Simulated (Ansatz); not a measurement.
hcp Zr, treated with r²SCAN0 (Ansatz, a first-principles code, PAW).

From the output:

```
Relaxation: its limit of steps is 80 (relax.max_steps)
Crystal: 2 atoms, lattice volume = 46.118 Å³
Basis set: ecut = 520 eV, 1231 PW (Γ), exchange–correlation on 75×75×120 points (27 copies of the dense FFT grid, shifted against one another)
Bands: 16, of which v1, the nominal top of the filled ones, is band 12 counted from 1 (11 counted from 0)
Symmetry: 24 space group operations
Space group: P63/mmc (ITA 194), of the structure as read, at distance tolerance 3.6e-5 Å
k-points: 48 of 486
Functional: x = r2scan, c = r2scan; τ floored in thin density (d = 2e-4 eV/Å³), warm-up for x = 0.75 r2scan + 0.25 exact, c = r2scan; τ floored in thin density (d = 2e-4 eV/Å³)
SCF iter   1: F=—  HF=-8389.992034 eV  |F-HF|=—  |Δ(HF+E_count)|=         —  Δρ=7.72e-3  dr2=2.25e-2  dr2_τ=9.77e-3
SCF iter   2: F=—  HF=-8390.056185 eV  |F-HF|=—  |Δ(HF+E_count)|=   6.42e-2  Δρ=5.21e-3  dr2=9.76e-3  dr2_τ=3.19e-4
  ...
SCF 1 converged in 8 iterations: F = -8390.057037 eV  dr2 = 2.13e-12
Crystal: 2 atoms, lattice volume = 46.118 Å³
Initial density: handed on by an earlier stage of this run
Functional: x = 0.75 r2scan + 0.25 exact, c = r2scan; τ floored in thin density (d = 2e-4 eV/Å³)
  ...
Crystal: 2 atoms, lattice volume = 46.118 Å³
SCF 8 converged in 3 iterations: F = -8388.552379 eV  dr2 = 4.57e-12
Crystal: 2 atoms, lattice volume = 46.118 Å³
SCF 9 converged in 2 iterations: F = -8388.552379 eV  dr2 = 5.31e-13
Crystal: 2 atoms, lattice volume = 46.118 Å³
Crystal: 2 atoms, lattice volume = 46.118 Å³
SCF 11 converged in 8 iterations: F = -8388.552387 eV  dr2 = 1.92e-12
Crystal: 2 atoms, lattice volume = 46.118 Å³
Crystal: 2 atoms, lattice volume = 46.118 Å³
SCF 13 converged in 7 iterations: F = -8388.552401 eV  dr2 = 9.11e-12
Crystal: 2 atoms, lattice volume = 46.118 Å³
SCF 14 converged in 3 iterations: F = -8388.552402 eV  dr2 = 8.20e-13
Crystal: 2 atoms, lattice volume = 46.118 Å³
SCF iter   1: F=—  HF=-8388.552402 eV  |F-HF|=—  |Δ(HF+E_count)|=         —  Δρ=4.51e-8  dr2=1.81e-13  dr2_τ=1.85e-13
SCF iter   2: F=-8388.552402 eV  HF=-8388.552402 eV  |F-HF|=3.64e-12  |Δ(HF+E_count)|=  1.82e-12  Δρ=2.29e-8  dr2=1.02e-13  dr2_τ=4.31e-14
SCF 15 converged in 2 iterations: F = -8388.552402 eV  dr2 = 1.02e-13
Free energy (F): -8388.552402 eV
Internal energy: -8388.548757 eV  (E = F + TS)
E sigma→0 (E₀):  -8388.550579 eV
Fermi energy:    14.227772 eV
--- Forces (eV/Å), atoms counted from 1 ---
  atom   1  Zr     0.00000000     0.00000000     0.00000000
  atom   2  Zr    -0.00000000    -0.00000000    -0.00000000
--- Stress (GPa, compression-positive) ---
        2.742229       0.000000      -0.000000
        0.000000       2.742229      -0.000000
       -0.000000      -0.000000       2.743264
  P = ⅓ Tr σ = 2.7426 GPa (27.426 kbar)
```

Write an input file that could have produced this run (the log leaves some choices open).

This is not unique; one that fits is 
Ansatz 0.2 input:
```yaml
crystal:
  lattice:
    - [1.6186193611, -2.8035309715, 0.0]
    - [1.6186193611, 2.8035309715, 0.0]
    - [0.0, 0.0, 5.0815005982]
  atoms:
    - { symbol: Zr, position: [0.3333333333, 0.6666666667, 0.25] }
    - { symbol: Zr, position: [0.6666666667, 0.3333333333, 0.75] }
basis:
  ecutwfc: 520
  ecutrho_ratio: 4
  xc_grid: 3
kpoints:
  mp_grid: { grid: [9, 9, 6] }
hamiltonian:
  xc: r2scan0
  dispersion: none
  pseudopotentials: { kind: paw }
scf:
  occupations: { method: fermi_dirac, width: 0.05 }
output:
  forces: true
  stress: true
  eigenvalues: true
relax:
  f_tol: 0.01
  escape_saddle: false
  max_steps: 80
  cell: { stress_tol: 0.05, fix: [volume] }
```

The cell is one volume of an energy–volume scan, off the minimum.

The PAW data were made under PBE.

Note: the run warned that the count of filled bands differs between k points.

Computing time: around 6 core-minutes (rough).
